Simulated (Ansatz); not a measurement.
System (SMILES): CCl (CH3-Cl).
Atoms: C1, Cl2, H3, H4, H5. Bonds: C1-Cl2, C1-H3, C1-H4, C1-H5.

Basis-set convergence of the optimised C1-H3 bond length at B3LYP with Ansatz (a quantum-chemistry and plane-wave program). Cartesian d functions, on some or all atoms, in 6-31G**, 6-311+G**; all else is spherical. The program fits the integrals of some runs and decomposes those of others, by size. No added dispersion term, no relativity. Reference: the value in pcseg-3, 1.0841 Å. Deviations are taken from unrounded values. Cost is core time over that of pcseg-1, rough, on shared machines of one kind; a dash marks a row that isn't timed (too short, read off another run, short of memory, by another algorithm or on other hardware). It counts the whole optimisation.

```tsv
basis	functions	optimised C1-H3 bond length (Å)	minus reference (Å)	cost
STO-3G	17	1.1025	0.0184	-
def2-SVP	47	1.0974	0.0134	0.9×
pcseg-1	47	1.0924	0.0084	1×
6-31G**	49	1.0891	0.0051	1×
cc-pV(D+d)Z	52	1.0974	0.0133	1×
6-311+G**	71	1.0871	0.0030	1×
def2-SVPD	71	1.0951	0.0110	1×
aug-pcseg-1	77	1.0920	0.0079	2×
6-311++G(2d,2p)	92	1.0839	-0.0002	2×
aug-cc-pV(T+d)Z	170	1.0847	0.0006	4×
cc-pV(Q+d)Z	209	1.0842	0.0001	5×
def2-QZVPP	217	1.0841	0.0000	6×
pcseg-3	223	1.0841	0.0000	7×
```
